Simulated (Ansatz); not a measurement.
# CH3OSi+: one structure at several levels

One table from this session's results is given with a row withheld; the runs are named, their logs left out.

The runs use Ansatz 0.2.0, Gaussian basis; single points in def2-TZVPP.

Correlated methods freeze the cores.

### Starting geometry

SMILES `O=C[SiH2+]`, 6 atoms, charge 1, spin multiplicity 1.

Atoms are counted from 1 here; the program's logs count them from 0.

Bond lengths: O1–C2 1.250 Å, C2–Si3 2.004 Å, C2–H4 0.954 Å, Si3–H5 1.479 Å, Si3–H6 1.479 Å. Angles: O1–C2–Si3 106.8°, O1–C2–H4 122.5°, Si3–C2–H4 129.8°, C2–Si3–H5 120.2°, C2–Si3–H6 115.5°, H5–Si3–H6 123.4°.

As a file:

| atom | x (Å) | y (Å) | z (Å) |
| --- | --- | --- | --- |
| O1 | -0.90570 | -1.31250 | 0.90010 |
| C2 | -0.15840 | -1.09150 | -0.07780 |
| Si3 | 0.30530 | 0.85780 | -0.02530 |
| H4 | 0.21190 | -1.79290 | -0.60800 |
| H5 | 1.17660 | 1.44440 | -1.06680 |
| H6 | -0.45530 | 1.66820 | 0.95030 |

The first run:

The input, run/in.yaml:

```yaml
crystal:
  periodic: [false, false, false]
  atoms:
    - {symbol: O, position_ang: [-0.905700, -1.312500, 0.900100]}
    - {symbol: C, position_ang: [-0.158400, -1.091500, -0.077800]}
    - {symbol: Si, position_ang: [0.305300, 0.857800, -0.025300]}
    - {symbol: H, position_ang: [0.211900, -1.792900, -0.608000]}
    - {symbol: H, position_ang: [1.176600, 1.444400, -1.066800]}
    - {symbol: H, position_ang: [-0.455300, 1.668200, 0.950300]}
basis:
  gaussian: {orbitals: def2-TZVPP}
total_charge: 1
correlation: {method: ccsd_t}
output: {forces: true}
```

The command line of these runs was not kept.

Among the steps run: CCSD(T)/def2-TZVPP; PBE0-D4/def2-TZVPP; wB97M-V/def2-TZVPP; r2SCAN-D4/def2-TZVPP; PBE-D4/def2-TZVPP; BHLYP-D4/def2-TZVPP; B97M-V/def2-TZVPP.

One table of the session follows, with a row left open; its other results are not shown here.

```
   method  RMS force component (eV/Å)  angle to CCSD(T) forces (°)
  CCSD(T)                       2.921                    reference
  PBE0-D4                       3.210                          6.9
  wB97M-V                       3.130                          6.4
r2SCAN-D4                       3.089                          4.7
   PBE-D4                       3.025                          3.5
 BHLYP-D4                       3.296                         11.0
   B97M-V                           ?                            ?
```

Q: Estimate the row for B97M-V from the others.

As computed: RMS force component (eV/Å): 3.101; angle to CCSD(T) forces (°): 7.1. In the column «RMS force component (eV/Å)» it lies between r2SCAN-D4 (3.089) and wB97M-V (3.130).
